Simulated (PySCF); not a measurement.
Acetylene, C2H2, SMILES C#C, point group D∞h.

Force field and properties: PBE0/pcSseg-2 (PySCF, grid level 2). Vibrational terms come from second-order perturbation theory with semi-diagonal cubic constants, by steps of ±0.6 along the normal coordinates of each isotopologue. The parent has the commonest isotopes.

Equilibrium geometry (Å):

```tsv
atom	x	y	z
C1	0.5811	0.0005	0.5560
C2	-0.5606	0.0091	0.1983
H3	1.5963	-0.0071	0.8742
H4	-1.5758	0.0167	-0.1199
```

An isotope shift is δ(isotopologue) − δ(parent), that is, the negative of the change in the averaged GIAO shielding; n counts bonds from the nearest label (0: the labelled atom itself). These are computed values; those of heavy atoms are rounded to 5 ppb, about the numerical noise. One-bond deuterium shifts of ¹³C at such levels come out too large, by a quarter to a half.

Problem. What isotope shifts arise with ²H at 3?

Solution. 
```
nucleus  n  0 K (ppb)  500 K (ppb)
     H3  0       -155         -121
     C1  1       -335         -270
     C2  2       -555         -270
     H4  3        -13           -7
```

Problem. What isotope shifts arise with ¹³C at 1?

Solution. 
```json
{"nucleus": "C1", "n": "0", "0 K (ppb)": "-20", "500 K (ppb)": "-15"}
{"nucleus": "C2", "n": "1", "0 K (ppb)": "-30", "500 K (ppb)": "-20"}
{"nucleus": "H3", "n": "1", "0 K (ppb)": "-3", "500 K (ppb)": "-2"}
{"nucleus": "H4", "n": "2", "0 K (ppb)": "-1", "500 K (ppb)": "0"}
```

Problem. What isotope shifts arise with ²H at 3, ²H at 4?

Solution. 
```json
{"nucleus": "H3", "n": "0", "0 K (ppb)": "-174", "500 K (ppb)": "-133"}
{"nucleus": "H4", "n": "0", "0 K (ppb)": "-174", "500 K (ppb)": "-133"}
{"nucleus": "C1", "n": "1", "0 K (ppb)": "-895", "500 K (ppb)": "-530"}
{"nucleus": "C2", "n": "1", "0 K (ppb)": "-895", "500 K (ppb)": "-530"}
```
